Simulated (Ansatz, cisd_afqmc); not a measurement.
Species: CH3, charge 1, singlet. CH3+ (parent SMILES [CH3], singlet).
B3LYP-D3(BJ)/def2-TZVP minimum from Ansatz (a quantum-chemistry and plane-wave program):
```
C
H 1 1.0918
H 1 1.0918 2 120.00
H 1 1.0918 2 120.00 3 -180.00
```
Charge +1, spin multiplicity 1.

Total energies in cc-pVTZ, 6 correlated electrons, 1 frozen orbitals. Radicals and triplets start from unrestricted determinants; spin-orbit coupling is neglected. Cores are frozen in correlated methods. No relativity. The Monte Carlo rows (phaseless AFQMC, CISD trial, step 0.005/hartree) carry one-sigma bars that omit the constraint's bias. Outlying blocks are dropped, and bars are widened where a walk drifts. Over all cases where full CI ran beside it in this data, AFQMC minus full CI had a median of +0.1 mEh and passed +0.4 mEh in a tenth of the cases.

```csv
method,program,energy (Eh),minus CCSDT(Q) (mEh)
HF,Ansatz,-39.24746,157.39
MP2,Ansatz,-39.37950,25.35
CCSD,Ansatz,-39.40136,3.49
CCSD(T),Ansatz,-39.40440,0.45
CCSDT(Q),Ansatz,-39.40485,0.00
AFQMC/CISD,cisd_afqmc,-39.4048 ± 0.0002,0.1 ± 0.2
```
